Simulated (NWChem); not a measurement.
# One shape, several levels: C2H7N (ethanamine)

We compute a comparison of 4 runs (HF/STO-3G, HF/3-21G, B3LYP/6-31G*) of C2H7N (ethanamine). 

The results are computed with NWChem 7.3.0.

### Step 1. Starting point

The species is C2H7N (10 atoms), meant as a singlet with charge 0. SMILES: `CCN`. Geometry: relaxed at PBE0-D4/def2-TZVP. This is one conformer, not always the lowest.

Bond lengths: C1–C2 1.521 Å, C2–N3 1.454 Å, C1–H4 1.094 Å, C1–H5 1.094 Å, C1–H6 1.094 Å, C2–H7 1.095 Å, C2–H8 1.095 Å, N3–H9 1.013 Å, N3–H10 1.013 Å. Some angles: C1–C2–N3 115.8°, C1–C2–H7 109.6°, C1–C2–H8 109.6°, N3–C2–H7 107.7°, N3–C2–H8 107.7°, C2–C1–H4 111.5°, C2–C1–H5 110.9°, C2–C1–H6 110.9°, C2–N3–H9 110.3°, C2–N3–H10 110.3°.

### Step 2. Energy and forces at HF/STO-3G (run 1)

The input, run.py:

```python
from ase import Atoms
from ase.calculators.nwchem import NWChem

atoms = Atoms(['C', 'C', 'N', 'H', 'H', 'H', 'H', 'H', 'H', 'H'], positions=[
    [-0.786000, 0.493000, -0.521100],
    [0.079100, -0.652700, -0.018000],
    [1.196800, -0.274900, 0.831400],
    [-1.603400, 0.130900, -1.151600],
    [-0.194800, 1.198600, -1.112400],
    [-1.227000, 1.045500, 0.313900],
    [0.480900, -1.211500, -0.869300],
    [-0.539300, -1.362800, 0.540400],
    [0.864200, 0.221000, 1.650200],
    [1.812700, 0.361800, 0.339500],
])

calc = NWChem(
    label='job',
    theory='scf',
    memory='2200 mb',
    basis='STO-3G',
    basispar='spherical bse',
    scf={'nopen': '0', 'rhf': None, 'thresh': '1e-08', 'maxiter': '80', 'print': 'low'},
)
atoms.calc = calc

forces = atoms.get_forces()
e = atoms.get_potential_energy()
print(f"E = {e:.6f} eV")
print("forces (eV/A):")
for s, f in zip(atoms.symbols, forces):
    print(f"{s:2s} {f[0]:10.5f} {f[1]:10.5f} {f[2]:10.5f}")
```

Started as:

```sh
export ASE_NWCHEM_COMMAND="nwchem PREFIX.nwi > PREFIX.nwo"
python run.py
```

What it wrote:

```text
E = -3608.591559 eV
forces (eV/A):
C    -0.80625    1.19207   -0.45750
C    -0.40577   -1.41071   -0.44424
N     0.89228   -0.91521    0.55675
H     0.31517    0.03229    0.23217
H    -0.16686   -0.23022    0.18101
H     0.13992   -0.18409   -0.24359
H    -0.03666    0.16404    0.05039
H     0.02016    0.17309   -0.02741
H    -0.39544    0.52471    0.65460
H     0.44346    0.65404   -0.50209
```

The calculator wrote job.nwi:

```
title "job"

permanent_dir job

scratch_dir job

start job

geometry units angstrom nocenter noautosym noautoz
  C  -7.8600000000000003e-01 4.9299999999999999e-01 -5.2110000000000001e-01
  C  7.9100000000000004e-02 -6.5269999999999995e-01 -1.7999999999999999e-02
  N  1.1968000000000001e+00 -2.7489999999999998e-01 8.3140000000000003e-01
  H  -1.6033999999999999e+00 1.3089999999999999e-01 -1.1516000000000000e+00
  H  -1.9480000000000000e-01 1.1986000000000001e+00 -1.1124000000000001e+00
  H  -1.2270000000000001e+00 1.0455000000000001e+00 3.1390000000000001e-01
  H  4.8089999999999999e-01 -1.2115000000000000e+00 -8.6929999999999996e-01
  H  -5.3930000000000000e-01 -1.3628000000000000e+00 5.4039999999999999e-01
  H  8.6419999999999997e-01 2.2100000000000000e-01 1.6501999999999999e+00
  H  1.8127000000000000e+00 3.6180000000000001e-01 3.3950000000000002e-01
end

memory 2200 mb

basis spherical bse noprint
   * library STO-3G
end

scf
  nopen 0
  rhf
  thresh 1e-08
  maxiter 80
  print low
end

task scf gradient
```

job.nwo:

```text
Northwest Computational Chemistry Package (NWChem) 7.3.0
             --------------------------------------------------------

           Job information
           ---------------

    nwchem branch   = 7.3.0
    use scalapack   = T
    input           = job.nwi
    prefix          = job.
    data base       = job/job.db
    status          = startup
    nproc           =        1

           Memory information
           ------------------

    heap     =     72089600 doubles =      550.0 Mbytes
    stack    =     72089597 doubles =      550.0 Mbytes
    global   =    144179200 doubles =     1100.0 Mbytes (distinct from heap & stack)
    total    =    288358397 doubles =     2200.0 Mbytes
    verify   = yes
    hardfail = no

           Directory information
           ---------------------

  0 permanent = job
  0 scratch   = job

                                NWChem Input Module
                                -------------------

                                        job
                                        ---

[... 25 lines left out ...]
            Nuclear Dipole moment (a.u.)
[... 56 lines left out ...]
                                        job

  ao basis        = "ao basis"
  functions       =    22
  atoms           =    10
  closed shells   =    13
  open shells     =     0
  charge          =   0.00
  wavefunction    = RHF
  input vectors   = atomic
  output vectors  = job/job.movecs
  use symmetry    = F
  symmetry adapt  = F

 Forming initial guess at       0.0s

 Starting SCF solution at       0.1s

       Final RHF  results
       ------------------

         Total SCF energy =   -132.613294887133
      One-electron energy =   -343.789728106903
      Two-electron energy =    128.118619156663
 Nuclear repulsion energy =     83.057814063107

        Time for solution =      0.5s

                              NWChem Gradients Module
                              -----------------------

                         RHF ENERGY GRADIENTS

    atom               coordinates                        gradient
                 x          y          z           x          y          z
   1 C      -1.485325   0.931635  -0.984736    0.015679  -0.023182   0.008897
   2 C       0.149477  -1.233424  -0.034015    0.007891   0.027434   0.008639
   3 N       2.261624  -0.519486   1.571118   -0.017352   0.017798  -0.010827
[... 6 lines of this table left out ...]
  10 H       3.425506   0.683703   0.641562   -0.008624  -0.012719   0.009764

 Task  times  cpu:        0.7s     wall:        0.7s
 Total times  cpu:        0.7s     wall:        0.7s
```

It took 1.6 s on 1 thread of Intel Xeon 6975P-C (Granite Rapids), shared host; peak memory 0.097 GiB.

### Step 3. Energy and forces at HF/3-21G (run 2)

The input, run.py:

```python
from ase import Atoms
from ase.calculators.nwchem import NWChem

system = Atoms('CCNHHHHHHH', positions=[
    [-0.786000, 0.493000, -0.521100],
    [0.079100, -0.652700, -0.018000],
    [1.196800, -0.274900, 0.831400],
    [-1.603400, 0.130900, -1.151600],
    [-0.194800, 1.198600, -1.112400],
    [-1.227000, 1.045500, 0.313900],
    [0.480900, -1.211500, -0.869300],
    [-0.539300, -1.362800, 0.540400],
    [0.864200, 0.221000, 1.650200],
    [1.812700, 0.361800, 0.339500],
])

calc = NWChem(
    label='c2h7n',
    theory='scf',
    memory='2200 mb',
    basis='3-21G',
    basispar='spherical bse',
    scf={'nopen': '0', 'rhf': None, 'thresh': '1e-08', 'maxiter': '80'},
)
system.calc = calc

forces = system.get_forces()
e = system.get_potential_energy()
print(f"E = {e:.6f} eV")
print("forces (eV/A):")
for s, f in zip(system.symbols, forces):
    print(f"{s:2s} {f[0]:10.5f} {f[1]:10.5f} {f[2]:10.5f}")
print("dipole (e A):", system.get_dipole_moment().round(4))
```

Started as:

```sh
export ASE_NWCHEM_COMMAND="nwchem PREFIX.nwi > PREFIX.nwo"
python run.py
```

What it wrote:

```text
E = -3632.779332 eV
forces (eV/A):
C    -0.46136    0.70926   -0.25912
C    -0.48008   -1.48132   -0.50589
N     0.38145    1.12532    0.40377
H     0.26292    0.07132    0.19844
H    -0.13838   -0.18692    0.14943
H     0.11508   -0.14887   -0.20137
H    -0.13586    0.22492    0.27094
H     0.19021    0.27372   -0.17900
H     0.13046   -0.29573    0.06402
H     0.13550   -0.29167    0.05888
dipole (e A): [-0.1762  0.2866 -0.0967]
```

The calculator wrote c2h7n.nwi:

```
title "c2h7n"

permanent_dir c2h7n

scratch_dir c2h7n

start c2h7n

geometry units angstrom nocenter noautosym noautoz
  C  -7.8600000000000003e-01 4.9299999999999999e-01 -5.2110000000000001e-01
  C  7.9100000000000004e-02 -6.5269999999999995e-01 -1.7999999999999999e-02
  N  1.1968000000000001e+00 -2.7489999999999998e-01 8.3140000000000003e-01
  H  -1.6033999999999999e+00 1.3089999999999999e-01 -1.1516000000000000e+00
  H  -1.9480000000000000e-01 1.1986000000000001e+00 -1.1124000000000001e+00
  H  -1.2270000000000001e+00 1.0455000000000001e+00 3.1390000000000001e-01
  H  4.8089999999999999e-01 -1.2115000000000000e+00 -8.6929999999999996e-01
  H  -5.3930000000000000e-01 -1.3628000000000000e+00 5.4039999999999999e-01
  H  8.6419999999999997e-01 2.2100000000000000e-01 1.6501999999999999e+00
  H  1.8127000000000000e+00 3.6180000000000001e-01 3.3950000000000002e-01
end

memory 2200 mb

basis spherical bse noprint
   * library 3-21G
end

scf
  nopen 0
  rhf
  thresh 1e-08
  maxiter 80
end

task scf gradient
```

c2h7n.nwo (excerpt; [...] marks lines left out):

```text
[...]
      One-electron energy =   -344.037064105133
[... 1 line left out ...]
 Nuclear repulsion energy =     83.057814063107
[... 31 lines left out ...]
                       ROHF Final Molecular Orbital Analysis
[... 185 lines left out ...]
     1   1 0 0     -0.332895      0.000000      7.047733
[...]
  wavefunction    =   RHF
                         RHF ENERGY GRADIENTS
    atom               coordinates                        gradient
                 x          y          z           x          y          z
   1 C      -1.485325   0.931635  -0.984736    0.008972  -0.013793   0.005039
   2 C       0.149477  -1.233424  -0.034015    0.009336   0.028807   0.009838
   3 N       2.261624  -0.519486   1.571118   -0.007418  -0.021884  -0.007852
[... 6 lines of this table left out ...]
  10 H       3.425506   0.683703   0.641562   -0.002635   0.005672  -0.001145
[...]
```

Run time: 1.7 s. Hardware: 1 thread of Intel Xeon 6975P-C (Granite Rapids), shared host; peak memory 0.099 GiB.

### Step 4. Energy and gradient at B3LYP/6-31G(d) (spherical functions) (run 3)

The input, calc.nw:

```
echo
start calc
memory stack 880 mb heap 220 mb global 1100 mb
charge 0

geometry noautosym nocenter noautoz
  C    -0.786000    0.493000   -0.521100
  C     0.079100   -0.652700   -0.018000
  N     1.196800   -0.274900    0.831400
  H    -1.603400    0.130900   -1.151600
  H    -0.194800    1.198600   -1.112400
  H    -1.227000    1.045500    0.313900
  H     0.480900   -1.211500   -0.869300
  H    -0.539300   -1.362800    0.540400
  H     0.864200    0.221000    1.650200
  H     1.812700    0.361800    0.339500
end

basis spherical bse
  * library 6-31G*
end

dft
  xc b3lyp
  grid xfine
  convergence energy 1e-08
  maxiter 100
  mulliken
  print medium
end

task dft gradient
```

Started as:

```sh
nwchem calc.nw > calc.out
```

What it wrote:

```text
[...]
          Wavefunction type:  closed shell.
          No. of atoms     :    10
          No. of electrons :    26
[...]
          Charge           :     0
          Spin multiplicity:     1
[...]
          AO basis - number of functions:    56
[...]
              XC Information
              --------------
                         B3LYP Method XC Potential
                     Hartree-Fock (Exact) Exchange  0.200
                        Slater Exchange Functional  0.800 local
                    Becke 1988 Exchange Functional  0.720 non-local
              Lee-Yang-Parr Correlation Functional  0.810
                  VWN I RPA Correlation Functional  0.190 local
[...]
 d= 0,ls=0.0,diis     1   -135.1297231609 -2.18D+02  1.14D-02  3.21D-01     2.1
[...]
 d= 0,ls=0.0,diis     8   -135.1678895664 -1.34D-09  1.64D-06  1.14D-08    14.9
         Total DFT energy =     -135.167889566352
      One electron energy =     -345.517916768558
           Coulomb energy =      147.726036432381
    Exchange-Corr. energy =      -20.433823293282
 Nuclear repulsion energy =       83.057814063107
[...]
      Total Density - Mulliken Population Analysis
     ---------------------------------------------
    Atom       Charge   Shell Charges
 -----------   ------   -------------------------------------------------------
    1 C    6     6.44   2.00  0.67  2.13  0.62  0.99  0.03
    2 C    6     6.13   2.00  0.67  2.09  0.54  0.79  0.06
    3 N    7     7.70   2.00  0.79  2.50  0.85  1.53  0.03
    4 H    1     0.86   0.53  0.33
    5 H    1     0.86   0.53  0.34
    6 H    1     0.86   0.53  0.34
    7 H    1     0.86   0.54  0.32
    8 H    1     0.86   0.53  0.32
    9 H    1     0.71   0.52  0.19
   10 H    1     0.71   0.52  0.19
[...]
  wavefunction    = closed shell
                         DFT ENERGY GRADIENTS
    atom               coordinates                        gradient
                 x          y          z           x          y          z
   1 C      -1.485325   0.931635  -0.984736    0.002900  -0.002670   0.001837
   2 C       0.149477  -1.233424  -0.034015    0.001001   0.003815   0.001122
   3 N       2.261624  -0.519486   1.571118   -0.005338   0.005469  -0.003405
   4 H      -3.029987   0.247365  -2.176208    0.002037   0.000345   0.001504
   5 H      -0.368119   2.265026  -2.102131   -0.001038  -0.001808   0.001397
   6 H      -2.318694   1.975709   0.593185    0.001184  -0.001488  -0.001664
   7 H       0.908769  -2.289403  -1.642739   -0.000974   0.001142   0.001614
   8 H      -1.019129  -2.575319   1.021208    0.001084   0.001438  -0.001240
   9 H       1.633101   0.417629   3.118426    0.001647  -0.002781  -0.003432
  10 H       3.425506   0.683703   0.641562   -0.002502  -0.003462   0.002265
[...]
```

Wall time 19 s (1 thread of Intel Xeon 6975P-C (Granite Rapids), shared host); peak memory 0.14 GiB.

### Step 5. Energy and gradient at B3LYP/6-31G(d) (Cartesian functions) (run 4)

The input, job.nw:

```
start job
title "C2H7N gradient"
memory total 2200 mb

geometry units angstroms noautosym nocenter noautoz
C       -0.786000       0.493000      -0.521100
C        0.079100      -0.652700      -0.018000
N        1.196800      -0.274900       0.831400
H       -1.603400       0.130900      -1.151600
H       -0.194800       1.198600      -1.112400
H       -1.227000       1.045500       0.313900
H        0.480900      -1.211500      -0.869300
H       -0.539300      -1.362800       0.540400
H        0.864200       0.221000       1.650200
H        1.812700       0.361800       0.339500
end

basis
* library 6-31G*
end

dft
xc b3lyp
grid xfine
convergence energy 1e-08
iterations 100
mulliken
print medium
end

task dft gradient
```

Started as:

```sh
nwchem job.nw > job.out
```

What it wrote:

```text
[...]
          Wavefunction type:  closed shell.
          No. of atoms     :    10
          No. of electrons :    26
[...]
          Charge           :     0
          Spin multiplicity:     1
[...]
          AO basis - number of functions:    59
[...]
              XC Information
              --------------
                         B3LYP Method XC Potential
                     Hartree-Fock (Exact) Exchange  0.200
                        Slater Exchange Functional  0.800 local
                    Becke 1988 Exchange Functional  0.720 non-local
              Lee-Yang-Parr Correlation Functional  0.810
                  VWN I RPA Correlation Functional  0.190 local
[...]
 d= 0,ls=0.0,diis     1   -135.1309165071 -2.18D+02  1.09D-02  4.04D-01     2.3
[...]
 d= 0,ls=0.0,diis     8   -135.1703989087 -1.44D-09  1.74D-06  1.37D-08    15.6
         Total DFT energy =     -135.170398908677
      One electron energy =     -345.490947424116
           Coulomb energy =      147.669575646247
    Exchange-Corr. energy =      -20.406841193915
 Nuclear repulsion energy =       83.057814063107
[...]
      Total Density - Mulliken Population Analysis
     ---------------------------------------------
    Atom       Charge   Shell Charges
 -----------   ------   -------------------------------------------------------
    1 C    6     6.44   1.99  0.68  2.13  0.63  0.99  0.03
    2 C    6     6.14   1.99  0.68  2.09  0.55  0.78  0.04
    3 N    7     7.70   1.99  0.79  2.51  0.87  1.53  0.03
    4 H    1     0.86   0.53  0.33
    5 H    1     0.86   0.53  0.34
    6 H    1     0.86   0.53  0.34
    7 H    1     0.86   0.53  0.32
    8 H    1     0.86   0.53  0.32
    9 H    1     0.71   0.51  0.19
   10 H    1     0.71   0.51  0.19
[...]
  wavefunction    = closed shell
                         DFT ENERGY GRADIENTS
    atom               coordinates                        gradient
                 x          y          z           x          y          z
   1 C      -1.485325   0.931635  -0.984736    0.002838  -0.002568   0.001803
   2 C       0.149477  -1.233424  -0.034015    0.001109   0.003611   0.001179
   3 N       2.261624  -0.519486   1.571118   -0.005388   0.005769  -0.003410
   4 H      -3.029987   0.247365  -2.176208    0.002005   0.000325   0.001478
   5 H      -0.368119   2.265026  -2.102131   -0.001006  -0.001783   0.001380
   6 H      -2.318694   1.975709   0.593185    0.001175  -0.001468  -0.001625
   7 H       0.908769  -2.289403  -1.642739   -0.000992   0.001120   0.001578
   8 H      -1.019129  -2.575319   1.021208    0.001046   0.001414  -0.001248
   9 H       1.633101   0.417629   3.118426    0.001671  -0.002871  -0.003403
  10 H       3.425506   0.683703   0.641562   -0.002458  -0.003549   0.002267
[...]
```

It took 19 s on 1 thread of Intel Xeon 6975P-C (Granite Rapids), shared host; peak memory 0.15 GiB.

### Step 6. The series

| run | level | iteration cap | module | energy (Eh) | largest force (eV/Å) | wall time |
| --- | --- | --- | --- | --- | --- | --- |
| 1 | HF/STO-3G | 80 | scf | -132.613295 | 1.534 | 1.6 s |
| 2 | HF/3-21G | 80 | scf | -133.502179 | 1.637 | 1.7 s |
| 3 | B3LYP/6-31G* (spherical functions) | 100 | dft | -135.167890 | 0.430 | 19 s |
| 4 | B3LYP/6-31G* (Cartesian functions) | 100 | dft | -135.170399 | 0.442 | 19 s |

### Step 7. What came out

| quantity | value |
| --- | --- |
| run 4: total energy | -135.17040 Eh |
| run 4: dipole moment | 1.38 D |
| run 4: HOMO energy | -6.17 eV |
| run 4: LUMO energy | 2.26 eV |
| run 4: HOMO–LUMO gap | 8.43 eV |
| run 4: largest force on an atom | 0.442 eV/Å |

Over runs 2, 3, 4 the dipole moment (its size) runs from 1.37 D (B3LYP/6-31G*) to 1.68 D (HF/3-21G). The two ends differ in method and basis. Over runs 2, 3, 4 the HOMO–LUMO gap runs from 8.43 eV (B3LYP/6-31G*) to 17.19 eV (HF/3-21G). In run 1 the basis is minimal, so the values are rough. All runs together took 41 s, the longest 19 s.
